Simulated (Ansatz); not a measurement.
# AlBH₄O: basis-set convergence

How large a basis does AlBH₄O need? Two functionals are run in growing sets.

The runs use Ansatz 0.2.0, Gaussian basis; one geometry, several basis sets.

The runs, in order: PBE0-D4/def2-SVP; ωB97M-V/def2-SVP; PBE0-D4/def2-QZVPP; ωB97M-V/def2-QZVPP; the functionals' def2-TZVPP values are taken from earlier runs.

### 1 The geometry

The geometry comes from an earlier relaxation with PBE0-D4 in a triple-zeta def2 set; it is a stationary point, not always the lowest conformer.

SMILES `[BH2][AlH][OH]`, 7 atoms, charge 0, spin multiplicity 1.

Atoms are counted from 1 here; the program's logs count them from 0.

Bond lengths: B1–Al2 2.121 Å, B1–H4 1.199 Å, B1–H5 1.199 Å, Al2–O3 1.703 Å, Al2–H6 1.595 Å, O3–H7 0.956 Å. Angles: Al2–B1–H4 122.7°, Al2–B1–H5 122.7°, H4–B1–H5 114.6°, B1–Al2–O3 116.4°, B1–Al2–H6 125.1°, O3–Al2–H6 118.5°, Al2–O3–H7 123.0°.

### 2 PBE0-D4 in def2-SVP

Contents of in.yaml:

```yaml
crystal:
  periodic: [false, false, false]
  atoms:
    - {symbol: B, position_ang: [-1.318820, 0.360371, -0.676887]}
    - {symbol: Al, position_ang: [0.400563, 0.053410, 0.526912]}
    - {symbol: O, position_ang: [1.617761, -0.939738, -0.129806]}
    - {symbol: H, position_ang: [-2.283565, -0.350122, -0.622216]}
    - {symbol: H, position_ang: [-1.413527, 1.270896, -1.451795]}
    - {symbol: H, position_ang: [0.627474, 0.676941, 1.977666]}
    - {symbol: H, position_ang: [2.431313, -1.139758, 0.330426]}
basis:
  gaussian: {orbitals: def2-SVP}
hamiltonian: {xc: pbe0, dispersion: d4}
output: {orbitals: {seedname: orbitals}}
```

On the command line:

```bash
ansatz run in.yaml --threads 2 --pin off --events-out ev --progress --plain --max-ram 4352MiB
```

After this run come: ωB97M-V in def2-SVP; PBE0-D4 in def2-QZVPP; ωB97M-V in def2-QZVPP.

**Question.** What will the summary of the whole plan be? Wanted: PBE0-D4: double and triple zeta above quadruple; ωB97M-V: double and triple zeta above quadruple.

As calculated:

| quantity | value |
| --- | --- |
| PBE0-D4: double and triple zeta above quadruple | 6.16, 0.39 eV |
| ωB97M-V: double and triple zeta above quadruple | 6.28, 0.37 eV |

PBE0-D4 gains 5.77 eV from double to triple zeta, then 0.39 eV more. Total energies overstate the basis error of differences, where much of it tends to cancel.
